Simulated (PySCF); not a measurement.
**Vibration and rotation of MgH⁺**

RHF-CCSD(T) constants of MgH⁺, ¹Σ⁺ (singlet), closed shell (PySCF, no relativity, basis sets Mg def2-SVP, H def2-SVP; masses 23.9850 and 1.0078 u):

- ωe: 1632.7 cm⁻¹
- ωexe: 31.1 cm⁻¹
- Be: 6.2367 cm⁻¹
- αe: 0.174 cm⁻¹
- D (centrifugal): 0.000364 cm⁻¹
- De to Mg⁺ + H: 1.87 eV

Q: Give the vibrational terms G(v) and spacings up to v = 6.

A: G(v) = ωe(v+½) − ωexe(v+½)².

| v | G(v) (cm⁻¹) | G(v) − G(v−1) | Bv (cm⁻¹) |
| --- | --- | --- | --- |
| 0 | 809 |  | 6.150 |
| 1 | 2379 | 1571 | 5.976 |
| 2 | 3887 | 1508 | 5.802 |
| 3 | 5333 | 1446 | 5.628 |
| 4 | 6717 | 1384 | 5.454 |
| 5 | 8039 | 1322 | 5.280 |
| 6 | 9299 | 1260 | 5.106 |

Q: How well does the Morse estimate ωe²/(4ωexe) reproduce De, and what is D0?

A: It gives 2.66 eV, 142 % of the computed De. D0 = De − G(0) = 1.87 − 0.10 = 1.77 eV.

Correlated steps freeze 1 core orbital. Correlated levels converge slowly with the basis: in double zeta they bind strong bonds too weakly, by up to about 1 eV, and carry superposition errors of some tenths. For an ion De counts to the pair picked by the measured ionisation energies or electron affinities, which need not be the lowest pair at this level. Where the molecule has an RHF reference, its open-shell atoms are computed with UHF.
